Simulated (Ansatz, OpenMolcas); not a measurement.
# Ansatz → OpenMolcas

Ansatz 0.2.0 runs this on quartet BH2Cl−:

molecule.yaml:
```yaml
crystal:
  periodic: [false, false, false]
  atoms:
    - symbol: B
      position_ang: [-0.072740, -0.194320, -0.337270]
    - symbol: Cl
      position_ang: [1.390160, 0.062360, 0.884750]
    - symbol: H
      position_ang: [-0.963970, -0.752550, 0.264630]
    - symbol: H
      position_ang: [-0.353460, 0.884500, -0.812110]
basis:
  gaussian:
    orbitals: STO-3G
hamiltonian:
  xc: pbe0
magnetization:
  spin_polarized: true
  initial_magnetization: 3
total_charge: -1
accuracy: high
```

```bash
$ ansatz run molecule.yaml --threads 1 --pin off --max-ram 2610MiB --events-out events.jsonl --progress --plain --runs-dir runs
```

The coordinates come from a GFN2-xTB relaxation. That shape belongs to the parent species and isn't relaxed for this state.

Without diffuse functions such a state is poorly described.

It gives a total energy of -480.225029 Eh.

Q: How is this level of theory, on these atoms, set up in OpenMolcas 26.06 as an input file of the program's own?

A: For example:

mol.xyz:
```
4

B     -0.072740    -0.194320    -0.337270
Cl     1.390160     0.062360     0.884750
H     -0.963970    -0.752550     0.264630
H     -0.353460     0.884500    -0.812110
```

run.input:
```
* BClH2 Kohn-Sham DFT
&GATEWAY
BASLIB
$CurrDir
COORD
mol.xyz
BASIS
STO-3G
GROUP
NoSym
&SEWARD
GRIDINPUT
Grid=UltraFine
End of Grid
&SCF
UHF
CHARGE
-1
SPIN
4
KSDFT
PBE0
THRESHOLDS
1e-10 1e-07 1e-07 1e-05
PRORBITALS
1 1
```

```bash
$ export MOLCAS_MEM=1860
$ pymolcas run.input > run.log
```

(Basis files named in the input come from the Basis Set Exchange and aren't shown.)

Its energy is -480.225030 Eh, the same as the first but for the last digit, at most.
